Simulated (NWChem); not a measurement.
**C4H8 (SMILES C1CCC1): levels of theory compared**

We compute a comparison of 3 runs (HF/3-21G, wB97X/6-31G*, B2PLYP/6-31G*) of C4H8. 

The results are computed with NWChem 7.3.0.

1 further run of the same task is left out (it didn't finish).

## (1) The system as given

C4H8: 12 atoms, total charge 0, spin state singlet. As SMILES, `C1CCC1`. The coordinates come from a PBE0-D4/def2-TZVP relaxation.

Bond lengths: C1–C2 1.541 Å, C2–C3 1.541 Å, C1–C4 1.541 Å, C3–C4 1.541 Å, C1–H5 1.093 Å, C1–H6 1.091 Å, C2–H7 1.093 Å, C2–H8 1.091 Å, C3–H9 1.093 Å, C3–H10 1.091 Å, C4–H11 1.093 Å, C4–H12 1.091 Å. Some angles: C1–C2–C3 88.3°, C2–C1–C4 88.3°, C2–C3–C4 88.3°, C1–C4–C3 88.3°, C1–C2–H7 111.3°, C1–C2–H8 118.1°, C3–C2–H7 111.3°, C3–C2–H8 118.1°, C2–C1–H5 111.3°, C2–C1–H6 118.1°.

## (2) Energy and gradient at HF/3-21G (run 1)

c4h8.nw reads:

```
start c4h8
title "C4H8 hf"
memory 2200 mb
geometry noautosym nocenter noautoz
C    -0.915600    0.295800   -0.476200
C    -0.357100    0.346000    0.959200
C     1.013600   -0.070500    0.391400
C     0.284800   -0.589700   -0.863200
H    -0.858100    1.274600   -0.958400
H    -1.919500   -0.105500   -0.623800
H    -0.786200   -0.444600    1.579500
H    -0.423100    1.289100    1.504200
H     1.628700    0.802300    0.160000
H     1.615300   -0.776700    0.966000
H     0.041300   -1.650700   -0.769700
H     0.753100   -0.425300   -1.835000
end
basis spherical bse
* library 3-21G
end
scf
thresh 1e-08
maxiter 80
end
task scf gradient
```

The run is started by

```bash
$ nwchem c4h8.nw > c4h8.out
```

Output:

```text
[...]
  functions       =    52
[...]
  wavefunction    = RHF
[...]
         Total SCF energy =   -155.229083464132
      One-electron energy =   -460.710313943275
      Two-electron energy =    177.868912979546
 Nuclear repulsion energy =    127.612317499598
        Time for solution =      1.4s
[...]
                         RHF ENERGY GRADIENTS
    atom               coordinates                        gradient
                 x          y          z           x          y          z
   1 C      -1.730233   0.558981  -0.899888    0.023905  -0.010730   0.013923
   2 C      -0.674821   0.653845   1.812625    0.010793  -0.006854  -0.026858
   3 C       1.915426  -0.133226   0.739639   -0.028148  -0.000745  -0.009548
   4 C       0.538194  -1.114371  -1.631211   -0.006576   0.018355   0.022376
   5 H      -1.621574   2.408645  -1.811113   -0.000776   0.005968  -0.003324
   6 H      -3.627329  -0.199366  -1.178811   -0.007134  -0.001511  -0.001742
   7 H      -1.485703  -0.840172   2.984822   -0.002904  -0.004116   0.004712
   8 H      -0.799543   2.436046   2.842526   -0.001082   0.005706   0.004824
   9 H       3.077797   1.516127   0.302356    0.004699   0.004870  -0.000836
  10 H       3.052474  -1.467750   1.825475    0.005237  -0.003896   0.003852
  11 H       0.078046  -3.119371  -1.454522   -0.001052  -0.006743  -0.000506
[...]
```

It took 2.2 s on 1 thread of AMD EPYC 9R14 (Zen 4), shared host; peak memory 0.1 GiB.

## (3) Energy and forces at wB97X/6-31G(d) (spherical functions) (run 2)

run.py reads:

```python
from ase import Atoms
from ase.calculators.nwchem import NWChem

molecule = Atoms(['C', 'C', 'C', 'C', 'H', 'H', 'H', 'H', 'H', 'H', 'H', 'H'], positions=[
    [-0.915600, 0.295800, -0.476200],
    [-0.357100, 0.346000, 0.959200],
    [1.013600, -0.070500, 0.391400],
    [0.284800, -0.589700, -0.863200],
    [-0.858100, 1.274600, -0.958400],
    [-1.919500, -0.105500, -0.623800],
    [-0.786200, -0.444600, 1.579500],
    [-0.423100, 1.289100, 1.504200],
    [1.628700, 0.802300, 0.160000],
    [1.615300, -0.776700, 0.966000],
    [0.041300, -1.650700, -0.769700],
    [0.753100, -0.425300, -1.835000],
])

calc = NWChem(
    label='test',
    theory='dft',
    memory='2200 mb',
    basis='6-31G*',
    basispar='spherical bse',
    dft={'xc': 'wb97x', 'mult': '1', 'grid': 'xfine', 'convergence': 'energy 1e-08', 'iterations': '100', 'mulliken': None, 'print': 'low'},
)
molecule.calc = calc

forces = molecule.get_forces()
print(f"energy = {molecule.get_potential_energy():.6f} eV")
print("forces (eV/A):")
for s, f in zip(molecule.symbols, forces):
    print(f"{s:2s} {f[0]:10.5f} {f[1]:10.5f} {f[2]:10.5f}")
```

The run is started by

```bash
$ export ASE_NWCHEM_COMMAND="nwchem PREFIX.nwi > PREFIX.nwo"
$ python run.py
```

Output:

```text
energy = -4276.810509 eV
forces (eV/A):
C    -0.02278    0.04155   -0.02849
C    -0.02566   -0.01599    0.04967
C     0.04983    0.02206    0.00622
C    -0.00010   -0.04911   -0.02221
H     0.00514    0.09086   -0.04541
H    -0.10382   -0.05379   -0.00874
H    -0.03939   -0.07287    0.05713
H    -0.00098    0.10495    0.04613
H     0.05898    0.08366   -0.02257
H     0.05132   -0.08125    0.05950
H    -0.02304   -0.10048    0.00869
H     0.05050    0.03034   -0.09991
```

The calculator wrote test.nwi:

```
title "test"

permanent_dir test

scratch_dir test

start test

geometry units angstrom nocenter noautosym noautoz
  C  -9.1559999999999997e-01 2.9580000000000001e-01 -4.7620000000000001e-01
  C  -3.5709999999999997e-01 3.4599999999999997e-01 9.5920000000000005e-01
  C  1.0136000000000001e+00 -7.0499999999999993e-02 3.9140000000000003e-01
  C  2.8480000000000000e-01 -5.8970000000000000e-01 -8.6319999999999997e-01
  H  -8.5809999999999997e-01 1.2746000000000000e+00 -9.5840000000000003e-01
  H  -1.9195000000000000e+00 -1.0550000000000000e-01 -6.2380000000000002e-01
  H  -7.8620000000000001e-01 -4.4460000000000000e-01 1.5794999999999999e+00
  H  -4.2309999999999998e-01 1.2890999999999999e+00 1.5042000000000000e+00
  H  1.6287000000000000e+00 8.0230000000000001e-01 1.6000000000000000e-01
  H  1.6153000000000000e+00 -7.7669999999999995e-01 9.6599999999999997e-01
  H  4.1300000000000003e-02 -1.6507000000000001e+00 -7.6970000000000005e-01
  H  7.5309999999999999e-01 -4.2530000000000001e-01 -1.8350000000000000e+00
end

memory 2200 mb

basis spherical bse noprint
   * library 6-31G*
end

dft
  xc wb97x
  mult 1
  grid xfine
  convergence energy 1e-08
  iterations 100
  mulliken
  print low
end

task dft gradient
```

test.nwo:

```text
Northwest Computational Chemistry Package (NWChem) 7.3.0
             --------------------------------------------------------

           Job information
           ---------------

    nwchem branch   = 7.3.0
    use scalapack   = T
    input           = test.nwi
    prefix          = test.
    data base       = test/test.db
    status          = startup
    nproc           =        1

           Memory information
           ------------------

[... 5 lines left out ...]
    hardfail = no
[... 37 lines left out ...]
            Nuclear Dipole moment (a.u.)
[... 98 lines left out ...]
         Total DFT energy =     -157.169888553254
[... 1 line left out ...]
           Coulomb energy =      202.483746760333
[... 1 line left out ...]
 Nuclear repulsion energy =      127.612317499597
[... 33 lines left out ...]
                         DFT ENERGY GRADIENTS

    atom               coordinates                        gradient
                 x          y          z           x          y          z
   1 C      -1.730233   0.558981  -0.899888    0.000443  -0.000808   0.000554
   2 C      -0.674821   0.653845   1.812625    0.000499   0.000311  -0.000966
   3 C       1.915426  -0.133226   0.739639   -0.000969  -0.000429  -0.000121
[... 8 lines of this table left out ...]
  12 H       1.423153  -0.803700  -3.467647   -0.000982  -0.000590   0.001943

 Task  times  cpu:       59.1s     wall:       59.1s
 Total times  cpu:       59.1s     wall:       59.1s
```

Run time: 60 s. Hardware: 1 thread of AMD EPYC 9R14 (Zen 4), shared host; peak memory 0.15 GiB.

## (4) A single-point energy at B2PLYP/6-31G(d) (spherical functions) (run 3)

c4h8.nw reads:

```
start c4h8
memory total 2200 mb
geometry units angstroms noautosym nocenter noautoz
  C     -0.915600     0.295800    -0.476200
  C     -0.357100     0.346000     0.959200
  C      1.013600    -0.070500     0.391400
  C      0.284800    -0.589700    -0.863200
  H     -0.858100     1.274600    -0.958400
  H     -1.919500    -0.105500    -0.623800
  H     -0.786200    -0.444600     1.579500
  H     -0.423100     1.289100     1.504200
  H      1.628700     0.802300     0.160000
  H      1.615300    -0.776700     0.966000
  H      0.041300    -1.650700    -0.769700
  H      0.753100    -0.425300    -1.835000
end
basis spherical bse
  C library 6-31G*
  H library 6-31G*
end
dft
  xc hfexch 0.53 becke88 0.47 lyp 0.73 mp2 0.27
  dftmp2 semidirect
  mult 1
  grid xfine
  convergence energy 1e-08
  iterations 100
  mulliken
  print medium
end
mp2
  freeze core 4
end
task dft energy
```

The run is started by

```bash
$ nwchem c4h8.nw > c4h8.out
```

Output:

```text
[...]
          Wavefunction type:  closed shell.
          No. of atoms     :    12
          No. of electrons :    32
[...]
          Charge           :     0
          Spin multiplicity:     1
[...]
          AO basis - number of functions:    72
[...]
              XC Information
              --------------
                     Hartree-Fock (Exact) Exchange  0.530
                    Becke 1988 Exchange Functional  0.470
              Lee-Yang-Parr Correlation Functional  0.730
[...]
 d= 0,ls=0.0,diis     1   -156.7935362065 -2.84D+02  4.97D-03  2.16D-01     3.6
[...]
 d= 0,ls=0.0,diis     7   -156.8278541973 -6.57D-10  1.89D-07  4.00D-11    20.8
         Total DFT energy =     -156.827854197295
      One electron energy =     -462.444579791555
           Coulomb energy =      202.383734437861
    Exchange-Corr. energy =      -24.379326343198
 Nuclear repulsion energy =      127.612317499598
[...]
      Total Density - Mulliken Population Analysis
     ---------------------------------------------
    Atom       Charge   Shell Charges
 -----------   ------   -------------------------------------------------------
    1 C    6     6.30   2.00  0.66  2.07  0.61  0.91  0.05
    2 C    6     6.30   2.00  0.66  2.07  0.61  0.91  0.05
    3 C    6     6.30   2.00  0.66  2.07  0.61  0.91  0.05
    4 C    6     6.30   2.00  0.66  2.07  0.61  0.91  0.05
    5 H    1     0.85   0.53  0.32
    6 H    1     0.85   0.53  0.32
    7 H    1     0.85   0.53  0.32
    8 H    1     0.85   0.53  0.32
    9 H    1     0.85   0.53  0.32
   10 H    1     0.85   0.53  0.32
[...]
  Basis functions       =     72
[...]
```

It took 23 s on 1 thread of AMD EPYC 9R14 (Zen 4), shared host; peak memory 0.2 GiB.

## (5) All runs side by side

```
run                                level  iteration cap  module  energy (Eh)  dipole moment (D)  HOMO energy (eV)  LUMO energy (eV)  wall time
  1                             HF/3-21G             80     scf  -155.229083               0.00            -11.89              7.19      2.2 s
  2   wB97X/6-31G* (spherical functions)            100     dft  -157.169889                  –                 –                 –       60 s
  3  B2PLYP/6-31G* (spherical functions)            100     dft  -156.997620               0.00             -9.69              4.18       23 s
```

## (6) What came out

| quantity | value |
| --- | --- |
| run 3: total energy | -156.99762 Eh |
| run 3: dipole moment (SCF part) | 0.00 D |
| run 3: HOMO energy (SCF part's orbitals) | -9.69 eV |
| run 3: LUMO energy (SCF part's orbitals) | 4.18 eV |
| run 3: HOMO–LUMO gap (SCF part's orbitals) | 13.87 eV |

Totals of different functionals can't be ranked against each other. All runs together took 85 s, the longest 60 s.
